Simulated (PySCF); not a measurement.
Species: (E)-crotonaldehyde, C4H6O.
Numbering: `[CH3:1]/[CH:2]=[CH:3]/[CH:4]=[O:5]` (hydrogens: H6, H7, H8 on C1; H9 on C2; H10 on C3; H11 on C4)

The geometry is computed with GFN2-xTB (gas phase).

Give the optimised bond lengths and angles.

```csv
bond,length (bohr)
C1–C2,2.804
C2=C3,2.520
C3–C4,2.752
C4=O5,2.278
"C1–H6, C1–H7, C1–H8",2.058
C2–H9,2.049
C3–H10,2.044
C4–H11,2.097
```

Bonds in one row agree within 0.02 bohr and their mean is given. A selection of angles:
```csv
angle,degrees
C2–C1–H6,111.3
C2–C1–H7,109.9
H6–C1–H7,109.2
H7–C1–H8,107.1
C1–C2–C3,125.0
C1–C2–H9,115.8
C3–C2–H9,119.2
C2–C3–C4,122.5
C2–C3–H10,121.4
C4–C3–H10,116.2
C3–C4–O5,125.3
C3–C4–H11,113.8
O5–C4–H11,120.9
```

Dihedral angles: C1–C2–C3–C4 180° (antiperiplanar); C2–C3–C4–O5 180° (antiperiplanar).

Of the pairs four or more bonds apart, H9···H11 is among the closest relative to their van der Waals radii: 2.36 Å, 98 % of the sum of Bondi's values. The 5 heavy atoms lie in one plane (0.000 Å rms). The C–C distances run from 1.334 Å (C2=C3, drawn double) to 1.484 Å (C1–C2, drawn single), a spread of 0.150 Å.

Point group: Cs (tolerance 0.08 Å). GFN2-xTB frequencies: not computed here. One conformer, not necessarily the lowest.
